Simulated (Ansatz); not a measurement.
# BF2: the cost of one run

Computed with Ansatz 0.2.0, Gaussian basis. Level: def2-QZVPP, core rule «outside noble gas», up to 3 orbitals frozen.

The runs, in order: UHF; ROHF; CCSD(T) on UHF.

## Step 1: The system

The geometry is a PBE0/def2-TZVP stationary point (not a proven minimum) of the parent state, kept for this charge and spin.

3 atoms, charge 1, spin multiplicity 5.

Atoms are counted from 1 here; the program's logs count them from 0.

Bond lengths: B1–F2 1.470 Å, B1–F3 1.470 Å. Angles: F2–B1–F3 82.4°.

## Step 2: UHF

Input file in.yaml:

```yaml
crystal:
  periodic: [false, false, false]
  atoms:
    - {symbol: B, position_ang: [0.000000, -0.860948, 0.000000]}
    - {symbol: F, position_ang: [0.000000, 0.244960, -0.967951]}
    - {symbol: F, position_ang: [0.000000, 0.244960, 0.967951]}
basis:
  gaussian: {orbitals: "def2-QZVPP.json"}
total_charge: 1
magnetization: {spin_polarized: true, initial_magnetization: 4}
hamiltonian: {xc: hf}
output: {orbitals: {seedname: orbitals}}
```

Started as:

```sh
ansatz run in.yaml --threads 1 --pin off --events-out ev --progress --plain --max-ram 2393MiB
```

What time and memory should one allow on 1 thread of Intel Xeon Platinum 8259CL at 2.50GHz, shared host?

About 25 s, with a peak of 0.35 GiB.
